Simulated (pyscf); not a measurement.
H₃C–N(CH₃)–SiH₃ + H• → H₃C–N(CH₃)–SiH₂• + H₂, a hydrogen abstraction (doublet surface; H–Si broken, H–H formed). Single points on ωB97X-D3(BJ)/def2-SVP structures (PySCF, gas phase). Energies in kcal/mol from the separated reactants.

AM1 to PM7: differences of heats of formation from MOPAC. Open shells are spin-unrestricted. 

Q: Quick PM7 single points give ΔE‡ = -9.9 kcal/mol and ΔE = -64.5 kcal/mol. What does ωB97M-D3(BJ)/def2-TZVP give, and how far is the quick result from it?

A: ωB97M-D3(BJ)/def2-TZVP gives ΔE‡ = 3.6 kcal/mol and ΔE = -14.3 kcal/mol. PM7 lies 13.6 kcal/mol under it in the barrier and 50.3 kcal/mol under it in the reaction energy, so on this step it does not hold to within 3.0 kcal/mol. At PM7 this geometry lies under one side, so its ΔE‡ may be no barrier of that level. ωB97M-D3(BJ)/def2-TZVP has limits of its own. One saddle was located; it need not be the lowest between these sides. The angle at the transferred H is 180°.
